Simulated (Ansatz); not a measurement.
**Si2P+ (singlet): the correlation ladder, cc-pVDZ**

One table from this session's results is given with a row withheld; the runs are named, their logs left out.

Program: Ansatz 0.2.0, Gaussian basis. Level of theory: cc-pVDZ, core rule «outside noble gas», up to 15 orbitals frozen. These are calculated values, not measurements.

The runs, in order: UHF; CCSD(T) on RHF; BCCD(T) on RHF; CISD; CCSDT(Q) on RHF.

31 further runs of the same task are left out: 8 for a known fault of the program, 9 that didn't finish, 14 set aside as unsound or not needed. Runs told in other sessions of the task aren't counted.

### The geometry

The geometry is a PBE0/def2-TZVP stationary point (not a proven minimum) of the parent state, kept for this charge and spin.

3 atoms, charge 1, spin multiplicity 1.

Atoms are counted from 1 here; the program's logs count them from 0.

Bond lengths: Si1–P2 2.098 Å, P2–Si3 2.098 Å. Angles: Si1–P2–Si3 117.5°.

Geometry (Å):

```
Si    0.0000   -0.3866    1.7940
P     0.0000    0.7011    0.0000
Si    0.0000   -0.3866   -1.7940
```

The first run:

in.yaml reads:

```yaml
crystal:
  periodic: [false, false, false]
  atoms:
    - {symbol: Si, position_ang: [0.000000, -0.386578, 1.794001]}
    - {symbol: P, position_ang: [0.000000, 0.701061, 0.000000]}
    - {symbol: Si, position_ang: [0.000000, -0.386578, -1.794001]}
basis:
  gaussian: {orbitals: cc-pVDZ}
total_charge: 1
magnetization: {spin_polarized: true, initial_magnetization: 0}
hamiltonian: {xc: hf}
output: {orbitals: {seedname: orbitals}}
```

Started as:

```console
ansatz run in.yaml --threads 1 --pin off --events-out ev --progress --plain --max-ram 2393MiB
```

Among the steps run: UHF; CCSD(T) on RHF; BCCD(T) on RHF; CISD; CCSDT(Q) on RHF.

One of the session's tables, all rows but one given; the rest of the session is left out.

| method | from RCCSDT(Q) (kJ/mol) |
| --- | --- |
| RHF | ? |
| RMP2 | +146.1 |
| CISD | +154.3 |
| RCCSD | +60.1 |
| RCCSD(T) | +10.5 |
| BCCD(T) | +9.7 |
| RCCSDT | +6.4 |
| RCCSDT(Q) | 0 |

**Question.** Estimate the row for RHF.

The run gave: from RCCSDT(Q) (kJ/mol): +806.1. In the column «from RCCSDT(Q) (kJ/mol)» it is the highest.
